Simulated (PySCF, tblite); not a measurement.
Isomers of C4H5Cl2 (doublet state), one GFN2-xTB conformer each. Single-point energies are computed at B3LYP/pcH-1 (PySCF, gas phase, no added dispersion term), electronic only. GFN2-xTB treats the open shell by occupation alone, and not every SCF solution was tested for stability.

```csv
SMILES,GFN2-xTB relative energy (kcal/mol)
ClC/[C]=C\CCl,14.8
[CH2]C(=C)C(Cl)Cl,0.0
```

Conformers: `[Cl:1][CH2:2]/[C:3]=[CH:4]\[CH2:5][Cl:6]` (doublet state) with Cl1–C2–C3–C4 2°, C3–C4–C5–Cl6 -118°; `[CH2:1][C:2](=[CH2:3])[CH:4]([Cl:5])[Cl:6]` (doublet state) with H–C1–C2–C3 0° and 180°, C1–C2–C4–Cl5 -60°.

Problem. What does B3LYP/pcH-1 give for the same structures?

Solution. 
```
           SMILES  B3LYP/pcH-1 E (Eh)  B3LYP/pcH-1 (kcal/mol)  GFN2-xTB (kcal/mol)  point group
[CH2]C(=C)C(Cl)Cl         -1075.78311                     0.0                  0.0           Cs
    ClC/[C]=C\CCl         -1075.75776                    15.9                 14.8           C1
```

Both levels put the same isomer lowest. 

Problem. What happens when harmonic zero-point energies from GFN2-xTB frequencies are added?

Solution. 
```json
{"SMILES": "[CH2]C(=C)C(Cl)Cl", "ZPE (kcal/mol)": "46.3", "electronic (kcal/mol)": "0.0", "with ZPE (kcal/mol)": "0.0"}
{"SMILES": "ClC/[C]=C\\CCl", "ZPE (kcal/mol)": "46.5", "electronic (kcal/mol)": "15.9", "with ZPE (kcal/mol)": "16.1"}
```

The zero-point energies span 0.2 kcal/mol. The order is unchanged.
